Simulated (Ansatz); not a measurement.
# CH9NSi: the cost of one run

All numbers below are computed with Ansatz 0.2.0 (RKS PBE0/def2-SVP).

## Step 1: The system as given

Bond lengths: Si1–N2 2.121 Å, Si1–H3 1.487 Å, Si1–H4 1.459 Å, Si1–C5 1.893 Å, N2–H8 1.011 Å, N2–H9 1.012 Å, C5–H10 1.084 Å, C5–H11 1.085 Å, C5–H12 1.085 Å. Angles (14 of 15 angles, heavy atoms first): N2–Si1–C5 110.1°, Si1–N2–H8 114.2°, Si1–N2–H9 116.2°, N2–Si1–H3 92.8°, N2–Si1–H4 122.3°, H3–Si1–C5 103.5°, H4–Si1–C5 119.6°, Si1–C5–H10 112.7°, Si1–C5–H11 111.3°, Si1–C5–H12 109.8°, H8–N2–H9 107.4°, H3–Si1–H4 101.8°, H10–C5–H11 107.7°, H10–C5–H12 107.7°.

Coordinates:

```xyz
12

Si   -0.7701   -0.0617   -0.0317
N     0.5915   -0.9213    1.3493
H    -1.1917   -1.3882   -0.5537
H    -2.0444    0.5145    0.3851
C     0.1715    0.7041   -1.4841
H     0.5547    0.4039    1.5856
H     0.0376    1.1314    1.1731
H     0.1669   -1.5618    2.0062
H     1.3983   -1.3851    0.9524
H     0.3716    1.7602   -1.3430
H     1.1225    0.2061   -1.6441
H    -0.4083    0.5979   -2.3951
```

## Step 2: A restrained relaxation towards end A

Springs on the bonds that form and break draw the guess towards this end; the thresholds are loose.

input.yaml

```yaml
crystal:
  periodic: [false, false, false]
  atoms:
    - { symbol: Si, position_ang: [-0.7701, -0.0617, -0.0317] }
    - { symbol: "N", position_ang: [0.5915, -0.9213, 1.3493] }
    - { symbol: H, position_ang: [-1.1917, -1.3882, -0.5537] }
    - { symbol: H, position_ang: [-2.0444, 0.5145, 0.3851] }
    - { symbol: C, position_ang: [0.1715, 0.7041, -1.4841] }
    - { symbol: H, position_ang: [0.5547, 0.4039, 1.5856] }
    - { symbol: H, position_ang: [0.0376, 1.1314, 1.1731] }
    - { symbol: H, position_ang: [0.1669, -1.5618, 2.0062] }
    - { symbol: H, position_ang: [1.3983, -1.3851, 0.9524] }
    - { symbol: H, position_ang: [0.3716, 1.7602, -1.343] }
    - { symbol: H, position_ang: [1.1225, 0.2061, -1.6441] }
    - { symbol: H, position_ang: [-0.4083, 0.5979, -2.3951] }
basis:
  gaussian: { orbitals: def2-SVP }
hamiltonian:
  xc: pbe0
relax:
  f_tol: 0.15
  max_steps: 25
  restrain:
    - { distance: [0, 6], at: 2.72, k: 30.0 }
    - { distance: [5, 1], at: 2.32, k: 30.0 }
    - { distance: [0, 1], at: 1.82, k: 30.0 }
    - { distance: [5, 6], at: 0.62, k: 30.0 }
```

Run with:

```
$ ansatz run input.yaml --threads 2 --pin off --max-ram 3072MiB --backend cpu --events-out ev --progress --plain --runs-dir out
```

What time and memory should one allow on 2 threads of Arm Neoverse V1, shared host?

About 22 s, with a peak of 0.17 GiB.
